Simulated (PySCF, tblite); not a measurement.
# C₂H₂O: tautomers, part 2 of 2

tblite 0.8.0 and PySCF 2.14.0. Atoms count from 0. The steps go on from the part before.

## 16. Single point (C2H2O): wavefunction

Geometry: PBE0-D3(BJ)/def2-SVP.

Job settings and geometry (Å):

```
{"job": {"kind": "sp", "xc": "MP2", "basis": "ma-def2-TZVP", "grid": 2}, "charge": 0, "multiplicity": 1}
C     -0.537157     0.020250    -0.063638
C      0.769858    -0.026821     0.071533
O      1.923644    -0.068762     0.190493
H     -1.034314     0.987032    -0.143088
H     -1.106833    -0.908597    -0.093393
```

Method: wavefunction single point, frozen core, gas phase.

Log:

```text
final grid: 44368 points
cycle   1  E = -151.7056540819  dE =  5.778e-01  |g| = 6.027e-01  |ddm| = 1.724e+00
cycle   2  E = -151.7482332646  dE = -4.258e-02  |g| = 4.797e-01  |ddm| = 5.530e-01
cycle   3  E = -151.7884176066  dE = -4.018e-02  |g| = 6.138e-02  |ddm| = 2.625e-01
cycle   4  E = -151.7895978921  dE = -1.180e-03  |g| = 2.028e-02  |ddm| = 5.613e-02
cycle   5  E = -151.7897974404  dE = -1.995e-04  |g| = 7.682e-03  |ddm| = 2.608e-02
cycle   6  E = -151.7898383378  dE = -4.090e-05  |g| = 3.470e-03  |ddm| = 9.644e-03
cycle   7  E = -151.7898520236  dE = -1.369e-05  |g| = 1.247e-03  |ddm| = 7.363e-03
cycle   8  E = -151.7898534265  dE = -1.403e-06  |g| = 2.600e-04  |ddm| = 2.619e-03
cycle   9  E = -151.7898534727  dE = -4.620e-08  |g| = 5.688e-05  |ddm| = 4.964e-04
cycle  10  E = -151.7898534747  dE = -2.084e-09  |g| = 1.287e-05  |ddm| = 9.829e-05
converged SCF energy = -151.7898534747
E(HF, exact integrals) = -151.7899304677
E(MP2) = -152.3226423134
```

Wall time 2 s (1 thread of Intel Xeon Platinum 8488C, shared host); peak memory 0.5 GiB.

## 17. Single point (C2H2O, C#CO): wavefunction

Geometry: PBE0-D3(BJ)/def2-SVP.

Job settings and geometry (Å):

```
{"job": {"kind": "sp", "xc": "MP2", "basis": "ma-def2-TZVP", "grid": 2}, "charge": 0, "multiplicity": 1}
C      1.078890     0.045718    -0.274678
C     -0.117868    -0.036165    -0.120801
O     -1.409852    -0.136826    -0.008328
H      2.139882     0.117258    -0.410497
H     -1.672853     0.015718     0.908971
```

Method: wavefunction single point, frozen core, gas phase.

Log:

```text
final grid: 44368 points
cycle   1  E = -151.6855736849  dE =  5.738e-01  |g| = 4.263e-01  |ddm| = 2.039e+00
cycle   2  E = -151.7241600767  dE = -3.859e-02  |g| = 1.811e-01  |ddm| = 5.347e-01
cycle   3  E = -151.7305492506  dE = -6.389e-03  |g| = 5.902e-02  |ddm| = 2.064e-01
cycle   4  E = -151.7315164447  dE = -9.672e-04  |g| = 1.642e-02  |ddm| = 6.136e-02
cycle   5  E = -151.7315919601  dE = -7.552e-05  |g| = 5.561e-03  |ddm| = 1.972e-02
cycle   6  E = -151.7316026061  dE = -1.065e-05  |g| = 2.073e-03  |ddm| = 7.926e-03
cycle   7  E = -151.7316061896  dE = -3.583e-06  |g| = 8.088e-04  |ddm| = 4.766e-03
cycle   8  E = -151.7316072983  dE = -1.109e-06  |g| = 3.219e-04  |ddm| = 2.186e-03
cycle   9  E = -151.7316074850  dE = -1.867e-07  |g| = 9.156e-05  |ddm| = 1.059e-03
cycle  10  E = -151.7316074958  dE = -1.080e-08  |g| = 1.592e-05  |ddm| = 2.704e-04
cycle  11  E = -151.7316074960  dE = -1.860e-10  |g| = 4.013e-06  |ddm| = 4.750e-05
converged SCF energy = -151.7316074960
E(HF, exact integrals) = -151.7316635940
E(MP2) = -152.2674085345
```

Wall time 1.9 s (1 thread of Intel Xeon Platinum 8488C, shared host); peak memory 0.5 GiB.

## 18. Tautomers: MP2/ma-def2-TZVP

This step combines the energies above: geometries from PBE0-D3(BJ)/def2-SVP, zero-point and thermal terms from PBE0-D3(BJ)/def2-SVP.

Job settings and geometry (Å):

```
{"job": {"kind": "ta", "tautomers": ["C#CO"], "geom": {"xc": "PBE0", "basis": "def2-SVP", "d3": "d3bj", "grid": 1}, "hess": 1, "level": {"xc": "MP2", "basis": "ma-def2-TZVP"}}, "charge": 0, "multiplicity": 1}
C     -0.537157     0.020250    -0.063638
C      0.769858    -0.026821     0.071533
O      1.923644    -0.068762     0.190493
H     -1.034314     0.987032    -0.143088
H     -1.106833    -0.908597    -0.093393
```

Output (the driver's rows laid out field by field):

```text
tautomers, MP2/ma-def2-TZVP // PBE0-D3(BJ)/def2-SVP

row 1
  formula                 C2H2O
  charge                  0
  multiplicity            1
  smiles                  C=C=O
  kept                    yes
  pieces                  1
  point_group             C2v
  electronic              0.0
  enthalpy                0.0
  free_energy             0.0
  share_gas               1.0

row 2
  formula                 C2H2O
  charge                  0
  multiplicity            1
  smiles                  C#CO
  kept                    yes
  pieces                  1
  point_group             Cs
  electronic              145.02
  enthalpy                146.89
  free_energy             145.47
  share_gas               3.272e-26
```

Run time: 4 s. Hardware: 1 thread of Intel Xeon Platinum 8488C, shared host; peak memory 0.5 GiB.

Energies above the first form (kJ/mol, gas phase, 298 K for the thermal columns):

```csv
no.,tautomer,electronic,enthalpy,free energy
form 0,C=C=O,0.0,0.0,0.0
form 1,C#CO,145.0,146.9,145.5
```

Shares at 298 K in the gas phase: 0: 100 %, 1: 0 %.

## 19. Single point (C2H2O): HF/ma-def2-TZVP

Geometry: PBE0-D3(BJ)/def2-SVP.

Job settings and geometry (Å):

```
{"job": {"kind": "sp", "xc": "HF", "basis": "ma-def2-TZVP", "grid": 2}, "charge": 0, "multiplicity": 1}
C     -0.537157     0.020250    -0.063638
C      0.769858    -0.026821     0.071533
O      1.923644    -0.068762     0.190493
H     -1.034314     0.987032    -0.143088
H     -1.106833    -0.908597    -0.093393
```

Log:

```text
final grid: 44368 points
cycle   1  E = -151.7056540819  dE =  5.778e-01  |g| = 6.027e-01  |ddm| = 1.724e+00
cycle   2  E = -151.7482332646  dE = -4.258e-02  |g| = 4.797e-01  |ddm| = 5.530e-01
cycle   3  E = -151.7884176066  dE = -4.018e-02  |g| = 6.138e-02  |ddm| = 2.625e-01
cycle   4  E = -151.7895978921  dE = -1.180e-03  |g| = 2.028e-02  |ddm| = 5.613e-02
cycle   5  E = -151.7897974404  dE = -1.995e-04  |g| = 7.682e-03  |ddm| = 2.608e-02
cycle   6  E = -151.7898383378  dE = -4.090e-05  |g| = 3.470e-03  |ddm| = 9.644e-03
cycle   7  E = -151.7898520236  dE = -1.369e-05  |g| = 1.247e-03  |ddm| = 7.363e-03
cycle   8  E = -151.7898534265  dE = -1.403e-06  |g| = 2.600e-04  |ddm| = 2.619e-03
cycle   9  E = -151.7898534727  dE = -4.620e-08  |g| = 5.688e-05  |ddm| = 4.964e-04
cycle  10  E = -151.7898534747  dE = -2.084e-09  |g| = 1.287e-05  |ddm| = 9.829e-05
converged SCF energy = -151.7898534747
```

Run time: 0.39 s. Hardware: 1 thread of Intel Xeon Platinum 8488C, shared host; peak memory 0.46 GiB.

## 20. Single point (C2H2O, C#CO): HF/ma-def2-TZVP

Geometry: PBE0-D3(BJ)/def2-SVP.

Job settings and geometry (Å):

```
{"job": {"kind": "sp", "xc": "HF", "basis": "ma-def2-TZVP", "grid": 2}, "charge": 0, "multiplicity": 1}
C      1.078890     0.045718    -0.274678
C     -0.117868    -0.036165    -0.120801
O     -1.409852    -0.136826    -0.008328
H      2.139882     0.117258    -0.410497
H     -1.672853     0.015718     0.908971
```

Log:

```text
final grid: 44368 points
cycle   1  E = -151.6855736849  dE =  5.738e-01  |g| = 4.263e-01  |ddm| = 2.039e+00
cycle   2  E = -151.7241600767  dE = -3.859e-02  |g| = 1.811e-01  |ddm| = 5.347e-01
cycle   3  E = -151.7305492506  dE = -6.389e-03  |g| = 5.902e-02  |ddm| = 2.064e-01
cycle   4  E = -151.7315164447  dE = -9.672e-04  |g| = 1.642e-02  |ddm| = 6.136e-02
cycle   5  E = -151.7315919601  dE = -7.552e-05  |g| = 5.561e-03  |ddm| = 1.972e-02
cycle   6  E = -151.7316026061  dE = -1.065e-05  |g| = 2.073e-03  |ddm| = 7.926e-03
cycle   7  E = -151.7316061896  dE = -3.583e-06  |g| = 8.088e-04  |ddm| = 4.766e-03
cycle   8  E = -151.7316072983  dE = -1.109e-06  |g| = 3.219e-04  |ddm| = 2.186e-03
cycle   9  E = -151.7316074850  dE = -1.867e-07  |g| = 9.156e-05  |ddm| = 1.059e-03
cycle  10  E = -151.7316074958  dE = -1.080e-08  |g| = 1.592e-05  |ddm| = 2.704e-04
cycle  11  E = -151.7316074960  dE = -1.860e-10  |g| = 4.013e-06  |ddm| = 4.750e-05
converged SCF energy = -151.7316074960
```

Run time: 0.4 s. Hardware: 1 thread of Intel Xeon Platinum 8488C, shared host; peak memory 0.46 GiB.

## 21. Tautomers: HF/ma-def2-TZVP

This step combines the energies above: geometries from PBE0-D3(BJ)/def2-SVP, zero-point and thermal terms from PBE0-D3(BJ)/def2-SVP.

Job settings and geometry (Å):

```
{"job": {"kind": "ta", "tautomers": ["C#CO"], "geom": {"xc": "PBE0", "basis": "def2-SVP", "d3": "d3bj", "grid": 1}, "hess": 1, "level": {"xc": "HF", "basis": "ma-def2-TZVP"}}, "charge": 0, "multiplicity": 1}
C     -0.537157     0.020250    -0.063638
C      0.769858    -0.026821     0.071533
O      1.923644    -0.068762     0.190493
H     -1.034314     0.987032    -0.143088
H     -1.106833    -0.908597    -0.093393
```

Output (the driver's rows laid out field by field):

```text
tautomers, HF/ma-def2-TZVP // PBE0-D3(BJ)/def2-SVP

row 1
  formula                 C2H2O
  charge                  0
  multiplicity            1
  smiles                  C=C=O
  kept                    yes
  pieces                  1
  point_group             C2v
  electronic              0.0
  enthalpy                0.0
  free_energy             0.0
  share_gas               1.0

row 2
  formula                 C2H2O
  charge                  0
  multiplicity            1
  smiles                  C#CO
  kept                    yes
  pieces                  1
  point_group             Cs
  electronic              152.92
  enthalpy                154.8
  free_energy             153.37
  share_gas               1.351e-27
```

Run time: 0.88 s. Hardware: 1 thread of Intel Xeon Platinum 8488C, shared host; peak memory 0.46 GiB.

Energies above the first form (kJ/mol, gas phase, 298 K for the thermal columns):

```csv
no.,tautomer,electronic,enthalpy,free energy
form 0,C=C=O,0.0,0.0,0.0
form 1,C#CO,152.9,154.8,153.4
```

Shares at 298 K in the gas phase: 0: 100 %, 1: 0 %.

## 22. What came out

What follows sums up all 2 parts.

| quantity | value |
| --- | --- |
| strongest single infrared mode (GFN2-xTB) | 2308 cm⁻¹, 952 km/mol |
| zero-point energy (GFN2-xTB) | 19.4 kcal/mol |
| point group | C2v |
| rotational constants (main isotopes) | 278.50, 10.28, 9.91 GHz |
| ΔH above the first form, form 0 (PBE0-D3(BJ)/def2-TZVP) | 0.0 kJ/mol |
| ΔH above the first form, form 1 (PBE0-D3(BJ)/def2-TZVP) | 160.6 kJ/mol |
| ΔH above the first form, form 0 (CCSD(T)/ma-def2-TZVP) | 0.0 kJ/mol |
| ΔH above the first form, form 1 (CCSD(T)/ma-def2-TZVP) | 148.9 kJ/mol |
| ΔH above the first form, form 0 (MP2/ma-def2-TZVP) | 0.0 kJ/mol |
| ΔH above the first form, form 1 (MP2/ma-def2-TZVP) | 146.9 kJ/mol |
| ΔH above the first form, form 0 (HF/ma-def2-TZVP) | 0.0 kJ/mol |
| ΔH above the first form, form 1 (HF/ma-def2-TZVP) | 154.8 kJ/mol |

**Reading.** No mode is imaginary among the 9: a minimum at this level. The strongest single mode, at 2308 cm⁻¹, moves mainly C1. GFN2-xTB is a fitted tight-binding method: band positions and strengths are rough. Its intensities can rank the bands wrongly. The optimisation took 2 steps and gained 0.039 eV; among the close pairs (by a distance rule), C0–C1 changed most, from 1.289 to 1.315 Å (PBE0/def2-SVP). At PBE0-D3(BJ)/def2-TZVP the ΔH above the first form runs from 0.0 kJ/mol (form 0) to 160.6 kJ/mol (form 1). At CCSD(T)/ma-def2-TZVP the ΔH above the first form runs from 0.0 kJ/mol (form 0) to 148.9 kJ/mol (form 1). At MP2/ma-def2-TZVP the ΔH above the first form runs from 0.0 kJ/mol (form 0) to 146.9 kJ/mol (form 1). At HF/ma-def2-TZVP the ΔH above the first form runs from 0.0 kJ/mol (form 0) to 154.8 kJ/mol (form 1).
